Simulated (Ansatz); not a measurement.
# CH₃BO (SMILES B1CO1): one structure at several levels

One table from this session's results is given with a row withheld; the runs are named, their logs left out.

The runs use Ansatz 0.2.0, Gaussian basis; single points in def2-TZVPP.

Cores are frozen in the correlated methods. B3LYP uses VWN-RPA correlation.

**Where the work starts**

6 atoms, charge 0, spin multiplicity 1.

Atoms are counted from 1 here; the program's logs count them from 0.

Bond lengths: B1–C2 1.532 Å, B1–O3 1.275 Å, B1–H4 1.128 Å, C2–O3 1.459 Å, C2–H5 1.056 Å, C2–H6 1.080 Å. Angles: C2–B1–O3 61.9°, C2–B1–H4 154.2°, O3–B1–H4 143.8°, B1–C2–O3 50.4°, B1–C2–H5 126.1°, B1–C2–H6 122.8°, O3–C2–H5 114.1°, O3–C2–H6 113.9°, H5–C2–H6 110.7°, B1–O3–C2 67.8°.

As a file:

```xyz
6
CH3BO
B    -0.7192   -0.3646   -0.3661
C     0.5794    0.1252    0.2824
O    -0.6120    0.8770   -0.0983
H    -1.3903   -1.1399   -0.8363
H     1.4561    0.4203   -0.2275
H     0.7508    0.0884    1.3485
```

Set-up of the first run:

run/in.yaml reads:

```yaml
crystal:
  periodic: [false, false, false]
  atoms:
    - {symbol: B, position_ang: [-0.719200, -0.364600, -0.366100]}
    - {symbol: C, position_ang: [0.579400, 0.125200, 0.282400]}
    - {symbol: O, position_ang: [-0.612000, 0.877000, -0.098300]}
    - {symbol: H, position_ang: [-1.390300, -1.139900, -0.836300]}
    - {symbol: H, position_ang: [1.456100, 0.420300, -0.227500]}
    - {symbol: H, position_ang: [0.750800, 0.088400, 1.348500]}
basis:
  gaussian: {orbitals: def2-TZVPP}
correlation: {method: ccsd_t}
output: {forces: true}
```

The command line of these runs was not kept.

Steps of the session up to this table: CCSD(T)/def2-TZVPP; PBE0-D4/def2-TZVPP; wB97M-V/def2-TZVPP; r2SCAN-D4/def2-TZVPP; PBE-D4/def2-TZVPP; B3LYP-D4/def2-TZVPP; LC-wPBE/def2-TZVPP.

One table of the session follows, with a row left open; its other results are not shown here.

```
   method  RMS force component (eV/Å)  angle to CCSD(T) forces (°)  dipole (D)
  CCSD(T)                       1.301                    reference        0.94
  PBE0-D4                       1.131                         12.3        0.94
  wB97M-V                           ?                            ?           ?
r2SCAN-D4                       1.237                          6.7        0.89
   PBE-D4                       1.353                          6.1        0.80
 B3LYP-D4                       1.160                          5.8        0.97
  LC-wPBE                       1.117                         16.2        1.00
```

Estimate the missing values for wB97M-V.

**Answer.** RMS force component (eV/Å): 1.130; angle to CCSD(T) forces (°): 6.0; dipole (D): 0.96. In the column «RMS force component (eV/Å)» it lies between LC-wPBE (1.117) and PBE0-D4 (1.131).
